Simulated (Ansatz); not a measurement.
`N#CC=O` + `OC=S` → `O=COC=S` + `C#N`  (substitution at a C–C bond)

Computed with Ansatz on PBE0-D4/def2-TZVP structures; ΔE is electronic, products minus reactants. CCSD(T)/CBS adds triple-zeta CCSD(T) − MP2 to the extrapolated MP2 energy (def2 sets, frozen cores). This one scheme is used for every species. Functionals use def2-TZVPP. Each species was taken in one conformer, which may not be the lowest.

| level | ΔE (eV) |
| --- | --- |
| revPBE | -0.26 |
| MP2/CBS(def2) | -0.39 |

What does CCSD(T)/CBS give? (Best estimate.)

The calculation gave: -0.40 eV. The listed levels differ from it by 0.14, 0.01 eV.

Largest T1 diagnostic among the species: 0.018.

From PBE to PBE0 (25 % exact exchange), in def2-TZVPP and without D4, ΔE moves by −0.04 eV. Leaving LDA and LC-ωPBE aside and taking each functional with its dispersion term where it has one, the values, not all of them listed here, spread over 0.12 eV, from CAM-B3LYP-D4 to revPBE-D4. LDA lies −0.11 eV from PBE without D4. In def2-TZVPP, CCSD(T) changes the Hartree–Fock value by +0.05 eV (the triples alone add −0.00 eV) and MP2 by +0.06 eV.
